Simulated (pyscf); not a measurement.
Single points on ωB97X-D3(BJ)/def2-SVP structures (PySCF, gas phase).

Question: For the elementary gas-phase step `[NH2][B]([Cl])[Cl]` + `[SiH4]` → `[NH2][B]([SiH3])[Cl]` + `[ClH]` (singlet surface; B–Cl, H–Si broken, B–Si, Cl–H formed), what barrier and reaction energy does ωB97M-D3(BJ)/def2-TZVP give, measured from the separated reactants?

Answer: ΔE‡ = 229.0 kJ/mol, ΔE = +97.9 kJ/mol. Zero-point energy shifts the barrier by -0.6 kJ/mol. It is a four-centre exchange, with an imaginary mode of 964i cm⁻¹. The same reactants have a lower exit, to H₂N–SiH₃ + Cl–BH–Cl (barrier +91.6 kJ/mol at ωB97M-D3(BJ)/def2-TZVP, against +229.0 kJ/mol here). One saddle was located; it need not be the lowest between these sides.
